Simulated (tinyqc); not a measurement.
Inside a calculation. Method: MP2 on RHF in the sto-6g basis, frozen core, for NH3, spin multiplicity 1. One step of it, computed by the program tinyqc.

Question. Second-order Moller-Plesset energy. E2 = sum_ijab (ia|jb) [2 (ia|jb) - (ib|ja)] / (e_i + e_j - e_a - e_b) over occupied i, j and virtual a, b; the opposite-spin part is (ia|jb)^2 / denominator, the rest is same-spin, and SCS-MP2 scales them by 6/5 and 1/3.

orbital energies (hartree): MO1 -15.533586, MO2 -1.039063, MO3 -0.511011, MO4 -0.510829, MO5 -0.364162, MO6 0.504974, MO7 0.570418, MO8 0.570764

Two-electron integrals over orbitals (pq|rs), unique and non-zero (hartree); the lowest 1 orbital is frozen and left out:
```
(22|22) 0.605231    (32|22) 0.000055    (32|32) 0.116003    (33|22) 0.540245
(33|32) 0.044204    (33|33) 0.552349    (42|42) 0.115944    (43|42) -0.044240
(43|43) 0.042311    (44|22) 0.540174    (44|32) -0.044233   (44|33) 0.467801
(44|44) 0.552334    (52|22) -0.003773   (52|32) -0.000005   (52|33) 0.001205
(52|44) 0.001204    (52|52) 0.100769    (53|22) -0.000031   (53|32) -0.007340
(53|33) -0.014184   (53|44) 0.014153    (53|52) -0.000028   (53|53) 0.032710
(54|42) -0.007338   (54|43) 0.014178    (54|54) 0.032717    (55|22) 0.581857
(55|32) -0.000012   (55|33) 0.515146    (55|44) 0.515127    (55|52) 0.101430
(55|53) -0.000062   (55|55) 0.720049    (62|22) 0.126712    (62|32) -0.000102
(62|33) 0.074464    (62|44) 0.074420    (62|52) -0.014744   (62|53) -0.000072
(62|55) 0.102049    (62|62) 0.094680    (63|22) -0.000332   (63|32) -0.022002
(63|33) -0.031654   (63|44) 0.031259    (63|52) -0.000137   (63|53) 0.017374
(63|55) -0.000400   (63|62) -0.000284   (63|63) 0.055277    (64|42) -0.022150
(64|43) 0.031532    (64|54) 0.017450    (64|64) 0.055547    (65|22) -0.069631
(65|32) -0.000139   (65|33) -0.034298   (65|44) -0.034171   (65|52) -0.001173
(65|53) -0.000020   (65|55) -0.082404   (65|62) -0.055296   (65|63) 0.000191
(65|65) 0.042585    (66|22) 0.534086    (66|32) -0.000421   (66|33) 0.489484
(66|44) 0.489904    (66|52) -0.049662   (66|53) 0.000117    (66|55) 0.478324
(66|62) 0.097578    (66|63) 0.000053    (66|65) -0.049541   (66|66) 0.529890
(72|42) 0.033296    (72|43) 0.013000    (72|54) 0.025534    (72|64) 0.036783
(72|72) 0.055248    (73|42) 0.038121    (73|43) -0.014026   (73|54) -0.013470
(73|64) -0.028039   (73|72) -0.005897   (73|73) 0.033528    (74|22) 0.112210
(74|32) 0.038134    (74|33) 0.084943    (74|44) 0.056924    (74|52) 0.053452
(74|53) -0.013489   (74|55) 0.148258    (74|62) 0.074403    (74|63) -0.028167
(74|65) -0.046440   (74|66) 0.045336    (74|74) 0.141147    (75|42) 0.053462
(75|43) -0.022475   (75|54) 0.013592    (75|64) -0.022958   (75|72) 0.015353
(75|73) 0.020800    (75|75) 0.048103    (76|42) 0.087065    (76|43) -0.045327
(76|54) -0.024445   (76|64) -0.040462   (76|72) 0.001472    (76|73) 0.043938
(76|75) 0.039381    (76|76) 0.093401    (77|22) 0.538958    (77|32) -0.029709
(77|33) 0.470918    (77|44) 0.544746    (77|52) 0.018682    (77|53) 0.017102
(77|55) 0.537604    (77|62) 0.077773    (77|63) 0.035874    (77|65) -0.034884
(77|66) 0.493909    (77|74) 0.068981    (77|77) 0.563643    (82|22) 0.000346
(82|32) 0.033266    (82|33) -0.012824   (82|44) 0.013207    (82|52) -0.000015
(82|53) 0.025537    (82|55) 0.000293    (82|62) 0.000118    (82|63) 0.036758
(82|65) -0.000185   (82|66) 0.000235    (82|74) -0.005688   (82|77) 0.021994
(82|82) 0.055249    (83|22) 0.112159    (83|32) -0.038197   (83|33) 0.056868
(83|44) 0.085013    (83|52) 0.053455    (83|53) 0.013458    (83|55) 0.148254
(83|62) 0.074383    (83|63) 0.027705    (83|65) -0.046323   (83|66) 0.045755
(83|74) 0.075627    (83|77) 0.094978    (83|82) 0.006190    (83|83) 0.141255
(84|42) 0.038068    (84|43) -0.013942   (84|54) -0.013415   (84|64) -0.027892
(84|72) -0.005791   (84|73) 0.031854    (84|75) 0.020748    (84|76) 0.043832
(84|84) 0.033379    (85|22) -0.000131   (85|32) 0.053474    (85|33) 0.022357
(85|44) -0.022528   (85|52) 0.000018    (85|53) 0.013602    (85|55) -0.000169
(85|62) -0.000178   (85|63) -0.022855   (85|65) -0.000028   (85|66) -0.000310
(85|74) 0.020704    (85|77) -0.017516   (85|82) 0.015351    (85|83) -0.020954
(85|85) 0.048102    (86|22) 0.000038    (86|32) 0.086950    (86|33) 0.045053
(86|44) -0.045160   (86|52) -0.000173   (86|53) -0.024352   (86|55) -0.000147
(86|62) 0.000030    (86|63) -0.040082   (86|65) -0.000144   (86|66) -0.000357
(86|74) 0.043789    (86|77) -0.041456   (86|82) 0.001557    (86|83) -0.044054
(86|85) 0.039288    (86|86) 0.092998    (87|42) -0.029470   (87|43) 0.036828
(87|54) 0.017074    (87|64) 0.036064    (87|72) 0.021787    (87|73) -0.012858
(87|75) -0.017348   (87|76) -0.041358   (87|84) -0.012759   (87|87) 0.040497
(88|22) 0.539025    (88|32) 0.030162    (88|33) 0.545009    (88|44) 0.470681
(88|52) 0.018693    (88|53) -0.017263   (88|55) 0.537645    (88|62) 0.077873
(88|63) -0.036533   (88|65) -0.034993   (88|66) 0.493526    (88|74) 0.095149
(88|77) 0.482065    (88|82) -0.021558   (88|83) 0.068700    (88|85) 0.017575
(88|86) 0.041795    (88|88) 0.564122
```

Hartree-Fock energy = -55.95590966 hartree

Give: Terms; Pair energies; MP2 correlation energy; SCS-MP2 correlation energy; MP2 total energy.

Answer.

Terms (the 40 largest of 74):

| i | j | a | b | (ia\|jb) | (ib\|ja) | denominator | term |
|---|---|---|---|---|---|---|---|
| 3 | 3 | 8 | 8 | 0.141 | 0.141 | -2.164 | -0.009 |
| 4 | 4 | 7 | 7 | 0.141 | 0.141 | -2.162 | -0.009 |
| 4 | 3 | 7 | 8 | 0.076 | 0.032 | -2.163 | -4.17e-03 |
| 3 | 4 | 8 | 7 | 0.076 | 0.032 | -2.163 | -4.17e-03 |
| 4 | 2 | 7 | 6 | 0.074 | 0.037 | -2.625 | -3.17e-03 |
| 2 | 4 | 6 | 7 | 0.074 | 0.037 | -2.625 | -3.17e-03 |
| 3 | 2 | 8 | 6 | 0.074 | 0.037 | -2.626 | -3.17e-03 |
| 2 | 3 | 6 | 8 | 0.074 | 0.037 | -2.626 | -3.17e-03 |
| 2 | 2 | 6 | 6 | 0.095 | 0.095 | -3.088 | -2.90e-03 |
| 5 | 4 | 6 | 7 | -0.046 | -0.023 | -1.950 | -1.66e-03 |
| 4 | 5 | 7 | 6 | -0.046 | -0.023 | -1.950 | -1.66e-03 |
| 5 | 3 | 6 | 8 | -0.046 | -0.023 | -1.951 | -1.66e-03 |
| 3 | 5 | 8 | 6 | -0.046 | -0.023 | -1.951 | -1.66e-03 |
| 4 | 4 | 6 | 6 | 0.056 | 0.056 | -2.032 | -1.52e-03 |
| 3 | 3 | 6 | 6 | 0.055 | 0.055 | -2.032 | -1.50e-03 |
| 5 | 2 | 6 | 6 | -0.055 | -0.055 | -2.413 | -1.27e-03 |
| 2 | 5 | 6 | 6 | -0.055 | -0.055 | -2.413 | -1.27e-03 |
| 5 | 5 | 7 | 7 | 0.048 | 0.048 | -1.869 | -1.24e-03 |
| 5 | 5 | 8 | 8 | 0.048 | 0.048 | -1.870 | -1.24e-03 |
| 5 | 5 | 6 | 6 | 0.043 | 0.043 | -1.738 | -1.04e-03 |
| 2 | 2 | 7 | 7 | 0.055 | 0.055 | -3.219 | -9.48e-04 |
| 2 | 2 | 8 | 8 | 0.055 | 0.055 | -3.220 | -9.48e-04 |
| 3 | 3 | 7 | 7 | 0.034 | 0.034 | -2.163 | -5.20e-04 |
| 4 | 4 | 8 | 8 | 0.033 | 0.033 | -2.163 | -5.15e-04 |
| 3 | 4 | 6 | 7 | -0.028 | -0.028 | -2.097 | -3.80e-04 |
| 4 | 3 | 7 | 6 | -0.028 | -0.028 | -2.097 | -3.80e-04 |
| 3 | 4 | 7 | 6 | -0.028 | -0.028 | -2.097 | -3.73e-04 |
| 4 | 3 | 6 | 7 | -0.028 | -0.028 | -2.097 | -3.73e-04 |
| 4 | 4 | 6 | 8 | -0.028 | -0.028 | -2.097 | -3.71e-04 |
| 4 | 4 | 8 | 6 | -0.028 | -0.028 | -2.097 | -3.71e-04 |
| 3 | 3 | 6 | 8 | 0.028 | 0.028 | -2.098 | -3.66e-04 |
| 3 | 3 | 8 | 6 | 0.028 | 0.028 | -2.098 | -3.66e-04 |
| 3 | 5 | 8 | 8 | -0.021 | -0.021 | -2.017 | -2.18e-04 |
| 5 | 3 | 8 | 8 | -0.021 | -0.021 | -2.017 | -2.18e-04 |
| 5 | 3 | 7 | 7 | 0.021 | 0.021 | -2.016 | -2.15e-04 |
| 3 | 5 | 7 | 7 | 0.021 | 0.021 | -2.016 | -2.15e-04 |
| 5 | 4 | 7 | 8 | 0.021 | 0.021 | -2.016 | -2.14e-04 |
| 4 | 5 | 8 | 7 | 0.021 | 0.021 | -2.016 | -2.14e-04 |
| 4 | 5 | 7 | 8 | 0.021 | 0.021 | -2.016 | -2.12e-04 |
| 5 | 4 | 8 | 7 | 0.021 | 0.021 | -2.016 | -2.12e-04 |

Pair energies (hartree; pair i-j sums ij and ji):

| pair | opposite spin | same spin |
|---|---|---|
| 2-2 | -4.80e-03 | 0 |
| 3-2 | -0.005 | -1.08e-03 |
| 3-3 | -0.012 | 0 |
| 4-2 | -0.005 | -1.08e-03 |
| 4-3 | -0.008 | -1.77e-03 |
| 4-4 | -0.012 | 0 |
| 5-2 | -2.90e-03 | -4.30e-11 |
| 5-3 | -3.60e-03 | -5.65e-04 |
| 5-4 | -3.60e-03 | -5.65e-04 |
| 5-5 | -3.52e-03 | 0 |

MP2 correlation energy = -0.06578 hartree

SCS-MP2 correlation energy = -0.07455 hartree

MP2 total energy = -56.02169 hartree
